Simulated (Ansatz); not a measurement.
A nudged elastic band was laid between two geometries of H2 + H6Si2 (10 atoms, charge 0, multiplicity 1).

The calculation used RKS PBE-D4/6-31G* (Ansatz).

```yaml
movable_images: 5
climbing_image: yes
spring: 5.0 eV/Å²
optimiser: quadratic models (default)
start_path: through a guess of the saddle point
force_threshold: 0.05 eV/Å
iteration_limit: 60
end_points: relaxed
```

Image 0:

```xyz
10
Properties=species:S:1:pos:R:3
Si 0.419 -0.024 0.142
Si 0.377 -0.017 2.490
H -1.022 -0.213 2.999
H 1.234 -1.122 3.035
H 0.893 1.288 3.025
H 1.827 0.143 -0.353
H -0.411 1.099 -0.409
H -0.119 -1.319 -0.392
H -3.317 0.151 0.567
H -3.012 0.016 1.239
```

Image 6:

```xyz
10
Properties=species:S:1:pos:R:3
Si -0.425 0.159 -0.815
Si -0.202 -0.160 3.284
H -0.634 -0.539 4.668
H 0.813 -1.145 2.791
H 0.400 1.212 3.307
H 0.534 0.828 0.123
H -0.031 0.468 -2.230
H -0.384 -1.322 -0.598
H -1.812 0.666 -0.558
H -1.391 -0.169 2.372
```

Q: What changes between the two ends?

A: Bonds broken: Si1–Si2, H9–H10. Bonds formed: Si1–H9, Si2–H10. H2 + H6Si2 becomes H4Si + H4Si.

Q: What energy profile does the band end with?

A: It converged. The highest image is number 3 of 0 to 6, 290.8 kJ/mol above the first end and 296.5 kJ/mol above the last; the last end lies 5.7 kJ/mol below the first. Neighbouring images differ by up to 2.4 eV, so the band resolves the path poorly. A vibrational analysis at the climbing image gives one clearly imaginary mode, 1622i cm⁻¹: a first-order saddle point. The orbitals stay closed-shell, which can raise the energy where a bond breaks towards radicals; this wasn't checked here.

| image | path coordinate (Å) | energy (kJ/mol) | Si1–Si2 (Å) | H9–H10 (Å) | Si1–H9 (Å) |
| --- | --- | --- | --- | --- | --- |
| 0 | 0.00 | 0.0 | 2.35 | 0.75 | 3.76 |
| 1 | 0.96 | 5.3 | 2.35 | 0.75 | 3.01 |
| 2 | 1.92 | 65.1 | 2.39 | 0.76 | 2.37 |
| 3 | 2.88 | 290.8 | 2.66 | 1.16 | 1.72 |
| 4 | 4.12 | 54.8 | 3.32 | 1.79 | 1.50 |
| 5 | 5.36 | -3.1 | 3.95 | 2.52 | 1.50 |
| 6 | 6.59 | -5.7 | 4.12 | 3.08 | 1.50 |

Q: What is the geometry of the highest image?

A: 
```xyz
10
Properties=species:S:1:pos:R:3
Si -0.303 0.036 -0.002
Si -0.094 -0.024 2.649
H -1.111 -0.168 3.752
H 0.869 -1.172 2.708
H 0.643 1.270 2.821
H 1.206 0.163 0.283
H -0.581 1.317 -0.741
H -0.401 -1.323 -0.631
H -1.997 -0.060 0.268
H -1.364 -0.038 1.236
```

Run time: 100 s on 1 thread of AMD EPYC 9R45 96-Core Processor (Zen 5) (shared host), peak memory 0.12 GiB.
